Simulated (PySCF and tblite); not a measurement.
The numbers below are computed, except where a source is named.
System: C₄H₆ClN, numbered as in [H]/[N:6]=[C:4](\[C:2](=[CH2:1])[Cl:3])[CH3:5].

For the rotation about the C2–C4 bond (torsion C1–C2–C4–C5 from 0° to 153°, rising): electronic barrier 4.54 kcal/mol, zero-point change -0.36 kcal/mol, thermal and entropy terms at 400 K a further 0.33 kcal/mol (symmetry numbers apart). The minimum is Cs, the saddle C1. Geometries: GFN2-xTB; energies: PBE0/pcSseg-1 + D3(BJ); zero-point and thermal terms from GFN2-xTB harmonic modes (soft modes blended into free rotors). Rates follow Eyring's equation with the number of equivalent paths and no tunnelling. Run with tblite and PySCF.

(1) How many equivalent paths lead out of the minimum?

(2) Work out the rate at 400 K.

Results:

(1) 2: the symmetry number of the minimum is 1, that of the saddle displaced along its mode 1, and the displaced saddle is chiral while the minimum is not, which doubles the count.

(2) ΔG‡ = 4.51 kcal/mol; k_B T/h = 8.3×10¹² s⁻¹; exp(−ΔG‡/RT) = 0.0034; times 2 gives k = 5.7×10¹⁰ s⁻¹. Wigner's tunnelling factor for the 48i cm⁻¹ mode would be 1.00.
